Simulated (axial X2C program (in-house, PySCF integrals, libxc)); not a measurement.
**Levels of AlF⁺ by electron attachment to AlF²⁺ (EOM-EA-CCSD)**

Computed with an axial X2C code built on PySCF integrals: two-component X2C with atomic mean-field Coulomb and Gaunt terms, Gaussian nuclei, basis Al dyall-av3z, F dyall-av3z with contracted cores.

R = 1.685 Å (1.045 times 1.612 Å, the PBE0 minimum at charge 1 for the lowest determinant).

Levels of AlF⁺ obtained by attaching an electron to AlF²⁺:

```json
{"Ω": "1/2", "binding energy (eV)": "18.464", "above lowest (cm⁻¹)": "0", "attached spinor": "58% Al sσ, 25% Al pσ, 13% F pσ", "one-particle weight": "0.98"}
{"Ω": "1/2", "binding energy (eV)": "13.128", "above lowest (cm⁻¹)": "43039", "attached spinor": "82% Al pπ, 9% Al dπ, 7% F pπ", "one-particle weight": "0.98"}
{"Ω": "3/2", "binding energy (eV)": "13.114", "above lowest (cm⁻¹)": "43156", "attached spinor": "82% Al pπ, 9% Al dπ, 7% F pπ", "one-particle weight": "0.98"}
{"Ω": "1/2", "binding energy (eV)": "10.605", "above lowest (cm⁻¹)": "63390", "attached spinor": "44% Al pσ, 37% Al dσ, 9% F sσ", "one-particle weight": "0.91"}
```

Question: What is the splitting of the first π pair in the table, and is it regular or inverted?

Answer: E(3/2) − E(1/2) = 43156 − 43039 = 117 cm⁻¹ at EOM-EA-CCSD: regular, Ω = 1/2 lower. Splittings at this level can be off by ten to twenty per cent.

This point took 13 s on 1 thread of Intel(R) Xeon(R) Processor @ 2.30GHz, on a shared host.

Reference electrons by ω block (each with its −ω partner): 1/2: 8, 3/2: 2. 8 electrons of AlF²⁺ correlated (inner shells frozen), 92 natural virtual spinors (a truncated set); levels can be off by some tenths of an eV. Roots sought by Ω: (1/2: 5, 3/2: 4, 5/2: 2, 7/2: 1); rows need 60 % one-particle weight and stop where some Ω has no more roots. Missing are any skipped roots, higher Ω and states of a further excitation; these come out far too high here and may in truth be low or lowest. T1 of the reference 0.029 (Lee–Taylor). The reference was not checked to be the lowest state of its species. Number of frozen shells: Al 2 s, 1 p; F 1 s. Large amplitudes in the reference (orbital relaxation or multireference character) lower the reliability.
